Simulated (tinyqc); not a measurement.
Worked calculation: RHF in the sto-3g basis, for HF, spin multiplicity 1. One step of it, computed by the program tinyqc.

Task: Iteration 2: DIIS coefficients. Solve [B -1; -1 0][c; lambda] = [0; -1] for the coefficients, which sum to one.

B (overlaps of the stored error matrices):
```
               1              2
1  9.3367851e-01  7.7225873e-02
2  7.7225873e-02  2.6586872e-02
```

Give: DIIS coefficients.

Result:

DIIS coefficients: -0.0628  1.0628
